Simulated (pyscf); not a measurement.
# Routes from `[OH][Ga]([OH])[F]` + `[H][H]`

Candidate steps break at most two bonds and form at most two. Each was searched with GFN2-xTB (tblite) first. Structures and frequencies: ωB97X-D3(BJ)/def2-SVP in PySCF. Energies: ωB97M-D3(BJ)/def2-TZVP, kcal/mol, from the separated reactants, singlet surface; ΔG‡ with ideal gas, 1 atm, RRHO with modes under 100 cm⁻¹ raised to 100, one conformer, R ln 2 for chiral ones without a mode under 150 cm⁻¹.

```json
[
 {"products": "H₂O + HO–GaH–F", "type": "four-centre exchange", "ΔE‡": "22.2", "ΔE": "+4.8", "ΔG‡ 298 K": "31.5", "ΔG‡ 900 K": "50.2", "ν‡ (cm⁻¹)": "1322i"},
 {"products": "HO–GaH–OH + HF", "type": "concerted two-bond exchange", "ΔE‡": "25.2", "ΔE": "+13.3", "ΔG‡ 298 K": "34.1", "ΔG‡ 900 K": "52.0", "ν‡ (cm⁻¹)": "1069i"},
 {"products": "HO–Ga(OH)–F + H₂", "type": "four-centre exchange", "ΔE‡": "68.0", "ΔE": "0.0", "ΔG‡ 298 K": "72.8", "ΔG‡ 900 K": "88.3", "ν‡ (cm⁻¹)": "2755i"}
]
```

Row 1: On the product side the descent ends in an adduct with a Ga–O contact, 18.2 kcal/mol under the separated species and 34.0 kcal/mol under the saddle at ωB97X-D3(BJ)/def2-TZVP. Row 2: On the product side the descent ends in an adduct with a F–Ga contact (not fully relaxed), 13.1 kcal/mol under the separated species and 23.8 kcal/mol under the saddle at ωB97X-D3(BJ)/def2-TZVP. 

Plain bond fissions and candidates not yet searched are not listed, and one of them may be faster. Each barrier is that of the saddle found; lower ones may exist. Elements up to Kr have no core potential and no relativistic terms here.
